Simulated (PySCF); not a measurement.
Removing an electron from CHF2CH2SH

Species: CHF2CH2SH, C2H4F2S.
Z-matrix (Å and degrees, PBE0-D3(BJ)/def2-SVP geometry), rows numbered from 1:
```
F 
C   1  1.3549
F   2  1.3443  1  107.97
C   2  1.5097  1  109.93  3  -121.68
S   4  1.8115  2  114.13  1    59.88
H   2  1.1061  1  107.73  3   116.74
H   4  1.1006  2  108.89  1   -64.84
H   4  1.0998  2  108.77  1   178.21
H   5  1.3500  4   95.48  2   -59.72
```

Level: B3LYP/def2-SVPD (PySCF). Frontier orbitals with their largest atomic shares (Löwdin; up to four atoms above 4 %):

| orbital | ε (eV) | main atoms |
| --- | --- | --- |
| HOMO−3 | -11.07 | C4 31 %, S5 20 %, F1 19 %, H8 14 % |
| HOMO−2 | -10.23 | S5 25 %, F1 20 %, F3 18 %, C4 12 % |
| HOMO−1 | -9.43 | S5 44 %, C4 15 %, C2 11 %, F3 9 % |
| HOMO | -6.99 | ? |
| LUMO | -0.09 | S5 46 %, H9 13 %, C4 12 %, H7 8 % |
| LUMO+1 | 0.16 | S5 60 %, C4 14 %, H9 9 %, C2 5 % |
| LUMO+2 | 0.51 | S5 21 %, H6 20 %, C2 15 %, H9 10 % |

Q: What vertical ionisation energy does ΔSCF give, and how far is −ε(HOMO) from it?

A: ΔSCF: 9.70 eV (936 kJ/mol; threshold wavelength 128 nm); ⟨S²⟩ of the doublet left behind is 0.754, against 0.75 for a pure doublet. −ε(HOMO) is 6.99 eV, 2.71 eV below it. For the exact functional −ε(HOMO) would equal the first vertical ionisation energy; B3LYP (global hybrid, 20 % exact exchange) falls short of its own ΔSCF value by 28 %. Holes in the HOMO−1 and HOMO−2 were tried too where these lie within 1.2 eV of the HOMO; the lowest converged state counts.

Q: On which atoms does the HOMO lie?

A: S5 (thiol sulfur) 76 %, C4 (sp3 carbon bound to sulfur) 10 %, H9 (S–H hydrogen) 6 %, so more than half of it is on one atom. The HOMO−1 lies 2.44 eV lower.

Q: How many of the 10 lowest singlet excitations (vertical TDDFT, same level) lie below the ionisation energy?

A: All 10; they run from 5.63 to 8.57 eV.

Q: With α = 49.3 au, estimate the like-pair dispersion coefficient by London's formula C6 = (3/4)α²I.

A: I = 0.3564 Eh, so C6 ≈ 649 au, a rough estimate.

Q: What kinetic energy would electrons from this vertical process carry with Lyman-α light (10.199 eV)?

A: 10.20 − 9.70 = 0.50 eV.

Q: Shift the occupied levels rigidly so that −ε(HOMO) equals the ΔSCF value. What binding energies result?

A: The shift is +2.71 eV: HOMO 9.70, HOMO−1 12.14, HOMO−2 12.94, HOMO−3 13.78 eV. A rigid shift is only a rough guide to the deeper ionisations.

One conformer (not necessarily the lowest) at the PBE0-D3(BJ)/def2-SVP geometry, without solvent, vibrations or thermal averaging.
